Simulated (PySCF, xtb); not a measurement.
CH3S, SMILES C[S] (connectivity only; charge and spin as stated), charge -1, multiplicity 1.

Harmonic wavenumbers (cm⁻¹) from GFN2-xTB in xtb at its own minimum, in rising order: 717, 929, 929, 1330, 1502, 1502, 2856, 2856, 2896.

Question: What does PySCF with PBE0-D3(BJ)/def2-TZVPD give at its own minimum? (The exact figures need the calculation; the answer reports its results.)

Answer: 724, 930, 930, 1304, 1465, 1465, 2964, 3010, 3010. Paired by order, the mean absolute difference is 54 cm⁻¹ and the zero-point energies are 22.2 and 22.6 kcal/mol.
